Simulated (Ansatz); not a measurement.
Worked example: correlation energy of PH, triplet

Geometry: that of the PH⁻, quartet, kept fixed.

```tsv
atom	x (Å)	y (Å)	z (Å)
P	0.0000	0.0000	0.0000
H	0.0000	0.0000	1.5586
```

Basis 6-31++G** (Cartesian d functions); Ansatz 0.2.0. Only valence electrons are correlated (noble-gas cores frozen), which leaves 6 electrons in 24 orbitals. R marks a restricted (for open shells ROHF) determinant, U an unrestricted one.

Full CI is exact within this basis and frozen core; it isn't the basis-set limit. The frozen core follows each run's orbitals, which can shift R against U totals by a few meV.

Runs differ by some tens of microhartree through their thresholds and, for an open shell, their frozen cores, so steps under 0.1 kcal/mol mean nothing.

```tsv
level	total energy (hartree)
UHF	-341.260692
UMP2	-341.337272
UCCSD	-341.358909
UCCSD(T)	-341.360922
UCCSDT	-341.361437
UCCSDT(Q)	-341.361483
full CI	-341.361473
```

Problem. What is the correlation energy at full CI, and what share of it do UMP2 and UCCSD recover?

Solution. E(corr) = -341.361473 − (-341.260692) = -0.100781 hartree = -2.742 eV. UMP2: -0.076580 / -0.100781 = 75.99 %. UCCSD: -0.098217 / -0.100781 = 97.46 %.

Problem. By how many kcal/mol does UCCSD(T) miss full CI (1 hartree = 627.509 kcal/mol), and which steps make up the rest?

Solution. -341.360922 − (-341.361473) = 0.000551 hartree = 0.35 kcal/mol. Steps: UCCSDT − UCCSD(T) = -0.32, UCCSDT(Q) − UCCSDT = -0.03, full CI − UCCSDT(Q) = 0.01 kcal/mol. That is within 1 kcal/mol of the reference in this basis, which itself misses far more of the correlation at the basis-set limit.
